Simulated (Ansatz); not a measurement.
Compare A (`CC1=C(N)S1`) with its isomer B (`CC1N=C1S`).

Isolated molecules relaxed with PBE0-D4/def2-TZVP in Ansatz; ΔE leaves out vibrations. CBS: MP2 limit from def2 TZ/QZ plus the TZ coupled-cluster correction, frozen cores. Functionals use def2-TZVPP. Each species was taken in one conformer, which may not be the lowest.

(1) Which isomer does CCSD(T)/CBS put lower? Give the gap. (Best estimate.)

(2) Give E(B) − E(A) in kcal/mol with B2PLYP, CCSD/def2-TZVPP, PBE0-D4, CCSD(T)/def2-TZVPP, HF/def2-TZVPP, MP2/def2-TZVPP, r2SCAN-D4. (An estimate is asked.)

Largest T1 diagnostic: 0.012.

Answers

(1) Ansatz gave: B, by 8.2 kcal/mol.

(2) Ansatz gave: B2PLYP -8.4, CCSD/def2-TZVPP -10.7, PBE0-D4 -7.1, CCSD(T)/def2-TZVPP -10.7, HF/def2-TZVPP -9.9, MP2/def2-TZVPP -9.0, r2SCAN-D4 -8.7. None reverses the order clearly.
